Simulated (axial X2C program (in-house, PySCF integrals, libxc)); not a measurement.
## Which molecule has these constants?

All values come from calculations with an in-house all-electron X2C program for linear molecules (integrals from PySCF), spin-free (one-electron X2C) or two-component (2c: spin–orbit coupling with atomic mean-field Coulomb and Gaunt terms, which also bring small scalar terms), in Dyall basis sets with cores contracted in-house; open shells are unrestricted.

A two-component PBE0 calculation in a Dyall 3-zeta basis gave Re = 2.000 Å, ωe = 439.3 cm⁻¹, De = 2.05 eV, Ω = 1/2.

Question: Which molecule is it?
A. NaF⁻
B. MgF⁻
C. SF⁻
D. SiF⁻
E. ClF⁻

Answer: A. The others have MgF⁻ 1.822 Å and 577.9 cm⁻¹ (Ω = 0); SiF⁻ 1.697 Å and 664.8 cm⁻¹ (Ω = 1); ClF⁻ 2.227 Å and 309.3 cm⁻¹ (Ω = 1/2); SF⁻ 1.719 Å and 663.4 cm⁻¹ (Ω = 0).

Each entry is the lowest single determinant of a limited PBE0 search at one distance. De goes to single-determinant-based atoms at the same level (for ions the charge split of lowest energy) and is withheld (n/a) where an atom does not fit its ground term or J level. Main or longest-lived isotopes. One determinant is a doubtful description, or other states lie close, for SiF⁻; these need not be ground states, and all values refer to the states named. Some open-shell Ω = 0 determinants are out of reach, so the Ω given for SiF⁻ need not be the lowest component. With several unpaired electrons the Ω given is that of one determinant, not necessarily of the lowest component. Some light 2c atoms are not at their ground J level, so De misses part of their lowering (0.04 eV or less). The functionals have no current term, which raises determinants with orbital currents.
